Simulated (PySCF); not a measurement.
# Telling isomers of C4H4O2 apart by NMR

Computational details: shieldings: GIAO PBE0/pcSseg-1, geometry from GFN2-xTB, spin–spin couplings from B3LYP/pcJ-1 (spin–dipole term left out of most H,H and C,H couplings), in PySCF 2.14.0 with density-fitted response routines (relativity neglected, a single conformation, no solvent, rapidly exchanging positions averaged).

δ = σ(ref) − σ, references computed at the same level: ¹H (31.72 ppm), ¹³C (186.93 ppm) vs TMS. Multiplet labels drop J under 1 Hz and among equivalent protons, and merge close values. Unscaled 3J(H,H) run several per cent high. Shifts are as computed. Against solution values, carbons near 30 ppm lie about +3 ppm off and those near 130 ppm about +5 ppm. Of 1211 compounds with measured shifts, 218 miss one by over three times the rms of a fit or turn the order of signals round; such compounds aren't used in these exercises.

(1) Tabulate the signals of `O=C1C=CCO1`, `C1=COC=CO1` and their relative energies.

(2) What is the quickest way to tell O=C1C=CCO1 from C1=COC=CO1?

Results:

(1) 
```tsv
SMILES	carbon types	δC	δH	E rel. (kcal/mol)
O=C1C=CCO1	1×C 2×CH 1×CH2	176.1, 159.4, 132.0, 74.5	7.54 (dt, 1H), 6.31 (dt, 1H), 5.02 (t, 2H)	0.0
C1=COC=CO1	4×CH	134.5	5.41 (s, 4H)	45.3
```

Energies are electronic energies at PBE0/pcSseg-1 on these geometries, without zero-point or thermal terms, each for the one conformer computed, which needn't be the lowest.

(2) Count the carbon signals: 4 against 1. The first has an ester carbonyl carbon (C) at 176.1 ppm, the second an alkene carbon bearing oxygen (CH) at 134.5 ppm. In the proton spectra the most deshielded non-exchanging signals are 7.54 (dt, J = 6.4, 2.4 Hz, 1H) and 5.41 (s, 4H).
